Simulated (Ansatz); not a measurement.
**O2F (SMILES [O]OF): entropy by statistical mechanics**

A doublet with charge 0, relaxed at UPBE0-D4/def2-TZVP (Ansatz 0.2.0):

```xyz
3

O     0.9334   -0.2954    0.4822
O     0.1333    0.4979    0.1279
F    -1.0667   -0.2024   -0.6102
```

Harmonic wavenumbers in cm⁻¹: 389, 633, 1585.

Masses in u: O 15.999, F 18.998. Take T = 298.15 K, p = 1 bar, R = 8.3145 J/(mol K), kT/hc = 207.22 cm⁻¹, rigid rotor and harmonic oscillator.

Problem. Work out S° at 298 K.

Solution. 
1. Translation (Sackur–Tetrode): S = R[3/2 ln M + 5/2 ln T − 1.1517] with M = 50.996 gives 157.9 J/(mol K).
2. Rotation: principal moments 6.157, 46.605, 52.763 u Å² give A, B, C = 2.7379, 0.3617, 0.3195 cm⁻¹; the symmetry number is σ = 1; q = (√π/σ)√((kT/hc)³/ABC) = 9399; S = R(ln q + 3/2) = 88.5.
3. Vibration: with u = ν̃/207.22, each mode gives R[u/(eᵘ − 1) − ln(1 − e⁻ᵘ)]; the sum is 5.9, most from 389 cm⁻¹ (4.2), 633 cm⁻¹ (1.7).
4. Electronic: R ln 2 = 5.8, from the spin multiplicity alone.
5. Sum: 157.9 + 88.5 + 5.9 + 5.8 = 258.1 J/(mol K).

The tabulated value is 259.5 J/(mol K) (CRC Handbook of Chemistry and Physics): the model is off by -1.4.
